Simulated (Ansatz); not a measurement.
**1T (CdI2-type) ZrSe2**

These are PBE0+SOC in Ansatz (plane waves, PAW) values and carry that method's errors.

Numerical settings: plane-wave cutoff 460 eV, 9×9×4 k mesh (along the axes of the cell as run), Fermi–Dirac smearing 0.01 eV, PAW data made under PBE.

Cell: measured lattice: a = 3.770 Å, b = 3.770 Å, c = 6.128 Å, α = 90.00°, β = 90.00°, γ = 120.00°.

```
Property                                                  Value
-------------------------------------------  ------------------
band gap                                     1.36 eV (indirect)
smallest direct gap on the k points sampled             2.22 eV
```

Measured, for comparison: band gap 1.18 eV (temperature not stated, not corrected to a static lattice, fundamental, indirect, our sources range from 0.90 to 1.20; as tabulated in Rybak et al. (2022), arXiv:2210.12074).

Note: cell and atoms aren't relaxed at this level (pressure 1.2 GPa).

Cost on a shared machine: roughly 50 core-minutes.

Ansatz is an electronic-structure program.
